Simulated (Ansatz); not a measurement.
```yaml
crystal:
  periodic: [false, false, false]
  atoms:
    - {symbol: C, position_ang: [-1.718942, 0.092037, 0.006363]}
    - {symbol: Ga, position_ang: [0.346165, -0.042426, -0.001092]}
    - {symbol: H, position_ang: [-2.247832, 1.040756, 0.001016]}
    - {symbol: H, position_ang: [-2.384647, -0.766749, 0.015927]}
    - {symbol: H, position_ang: [1.170011, 1.564075, -0.017242]}
basis:
  gaussian: {orbitals: def2-TZVP}
magnetization: {spin_polarized: true, initial_magnetization: 2}
hamiltonian: {xc: pbe0}
relax: {f_tol: 0.004, max_steps: 80}
```

```sh
$ ansatz run in.yaml --threads 1 --pin off --events-out ev --progress --plain --max-ram 2176MiB
```

Steps of the relaxation (energy above the last step; positions in Å, forces in eV/Å):

```
5
step 1, 279.0 meV
C    -1.719    0.092    0.006    1.105   -0.269   -0.002
Ga    0.346   -0.042   -0.001   -0.627    1.624   -0.010
H    -2.248    1.041    0.001    0.086    0.177   -0.002
H    -2.385   -0.767    0.016    0.062   -0.100    0.001
H     1.170    1.564   -0.017   -0.626   -1.432    0.014
```

```
5
step 2, 38.4 meV
C    -1.691    0.115    0.006    0.506    0.012   -0.002
Ga    0.300    0.104   -0.002   -0.911   -0.867    0.011
H    -2.252    1.048    0.001   -0.072   -0.014    0.000
H    -2.306   -0.784    0.016    0.076    0.096   -0.001
H     1.113    1.404   -0.016    0.401    0.774   -0.008
```

```
5
step 3, 0.4 meV
C    -1.679    0.116    0.006    0.080   -0.004    0.000
Ga    0.279    0.068   -0.002   -0.058   -0.066    0.001
H    -2.239    1.051    0.001   -0.034   -0.016    0.000
H    -2.299   -0.777    0.016   -0.012    0.031    0.000
H     1.102    1.430   -0.016    0.024    0.055   -0.001
```

```
5
step 6, 0.0 meV
C    -1.676    0.117    0.006    0.000    0.000    0.000
Ga    0.280    0.064   -0.002    0.000    0.000    0.000
H    -2.241    1.048    0.001    0.000    0.000    0.000
H    -2.300   -0.773    0.016    0.000    0.000    0.000
H     1.102    1.432   -0.016    0.000    0.000    0.000
```

Close pairs at the end: C1–H4 1.087 Å, C1–H3 1.090 Å, Ga2–H5 1.596 Å, C1–Ga2 1.956 Å.

A stationary point of unrestricted PBE0 after 6 steps, with ⟨S²⟩ = 2.006 against 2.00 for a pure state; no frequencies were run, so it isn't proven a minimum. 8 s on 1 thread of AMD EPYC 9R45, shared host.
